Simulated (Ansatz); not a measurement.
# BeF (doublet): wave-function methods side by side, def2-TZVPP

One table from this session's results is given with a row withheld; the runs are named, their logs left out.

The runs use Ansatz 0.2.0, Gaussian basis; def2-TZVPP, core rule «outside noble gas», up to 2 orbitals frozen.

The runs, in order: UHF; ROHF; CCSD(T) on UHF.

2 further runs of the same task are left out: 2 set aside as unsound or not needed.

## The geometry

The geometry is a PBE0/def2-TZVP stationary point (not a proven minimum).

2 atoms, charge 0, spin multiplicity 2.

Atoms are counted from 1 here; the program's logs count them from 0.

Bond lengths: F1–Be2 1.370 Å.

As a file:

```xyz
2

F     0.00000    0.00000    0.00000
Be    0.00000    0.00000    1.37010
```

The first run:

The input, in.yaml:

```yaml
crystal:
  periodic: [false, false, false]
  atoms:
    - {symbol: F, position_ang: [0.000000, 0.000000, 0.000000]}
    - {symbol: Be, position_ang: [0.000000, 0.000000, 1.370100]}
basis:
  gaussian: {orbitals: def2-TZVPP}
magnetization: {spin_polarized: true, initial_magnetization: 1}
hamiltonian: {xc: hf}
output: {orbitals: {seedname: orbitals}}
```

Started as:

```bash
$ ansatz run in.yaml --threads 1 --pin off --events-out ev --progress --plain --max-ram 4096MiB --backend cpu
```

Among the steps run: UHF; ROHF; CCSD(T) on UHF.

One of the session's tables, all rows but one given; the rest of the session is left out.

| method | from UCCSD(T) (meV) |
| --- | --- |
| ROHF | +7714.0 |
| UHF | +7708.2 |
| UMP2 | +214.1 |
| UCCSD | ? |
| UCCSD(T) | 0 |

Q: Estimate the row for UCCSD from the others.

**Answer.** from UCCSD(T) (meV): +207.8. In the column «from UCCSD(T) (meV)» it lies between UCCSD(T) (0) and UMP2 (+214.1).
